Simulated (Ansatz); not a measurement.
For Ir (model structure, started from the omega type, P6/mmm, No. 191, 3 atoms in the cell), PBE in Ansatz (PAW) gives:

- lattice parameter a: 4.381 Å
- c axis length: 2.703 Å

**Question.** What does PBE-D3(BJ) (PAW; Ansatz, an electronic-structure program) give for the same quantities?

**Answer.** 
- lattice constant a: 4.348 Å (shrinks by 0.8 %)
- lattice parameter c: 2.678 Å (shrinks by 0.9 %)

Changes are worked out from the printed values.

Unless a cell is named, each level is at its own relaxed cell (PBE 14.97, PBE-D3(BJ) 14.62 Å³/atom).

Levels without +SOC leave out spin–orbit coupling, which shifts energies and cells of such heavy elements.

Ansatz's density-functional and Hartree–Fock values are scalar-relativistic unless marked +SOC, with PAW data made under PBE.

A model structure was made by putting elements into a prototype or built by hand; it is no filed structure, need not be a known phase, and can be a saddle point held by its symmetry.
